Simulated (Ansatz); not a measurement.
Calculated with Ansatz (gas phase, PBE0-D4/def2-TZVP geometries, no zero-point term in ΔE). CBS: MP2 limit from def2 TZ/QZ plus the TZ coupled-cluster correction, frozen cores. This one scheme is used for every species. DFT in def2-TZVPP. B3LYP here is the variant with VWN-RPA as its local correlation; programs differ in this. Triplets are unrestricted, without spin–orbit coupling. One conformer a species, not always the lowest.

Consider the formal loss of a carbene: `CNC(C)F` → `[CH2]` (triplet) + `CNCF`.

| level | ΔE (kcal/mol) |
| --- | --- |
| B3LYP | 104.2 |
| CCSD/def2-TZVPP | 103.5 |

Problem. What does CCSD(T)/CBS give? (Estimate.)

Solution. Computed: +109.0 kcal/mol. The listed levels differ from it by -4.8, -5.5 kcal/mol.

Largest T1 diagnostic among the species: 0.011.

From PBE to PBE0 (25 % exact exchange), in def2-TZVPP and without D4, ΔE moves by −1.6 kcal/mol. The D4 term adds +2.4 kcal/mol with B3LYP and +1.3 kcal/mol with PBE0; it sums over pairs of atoms, weighted by their polarisabilities, and B3LYP, whose exchange is more repulsive, gets the larger term. In def2-TZVPP, CCSD(T) changes the Hartree–Fock value by +32.7 kcal/mol (the triples alone add +2.7 kcal/mol) and MP2 by +35.6 kcal/mol.
